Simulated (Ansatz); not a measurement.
**La (dhcp): energy against volume**

Method: DFT, PBEsol, plane waves (420 eV) with PAW, scalar-relativistic (Ansatz 0.2.0). (PAW data from PBE, frozen cores regenerated.)

The cell is scaled uniformly from the relaxed one, with fractional coordinates and shape fixed. Energies are extrapolated to zero smearing, pressures are those at the given smearing. Magnetic state: non-magnetic.

A Birch-Murnaghan fit gives V₀ = 33.87 Å³/atom, B₀ = 27 GPa, B₀′ = 2.9.

**Question.** What are the energy above the minimum and the pressure at 29.996 Å³/atom?

**Answer.** 43.2 meV/atom and 3.90 GPa as computed.

**Question.** What are the energy above the minimum and the pressure at 32.723 Å³/atom?

**Answer.** 3.4 meV/atom and 1.02 GPa as computed.

**Question.** What are the energy above the minimum and the pressure at 36.813 Å³/atom?

**Answer.** 19.0 meV/atom and -1.93 GPa as computed.
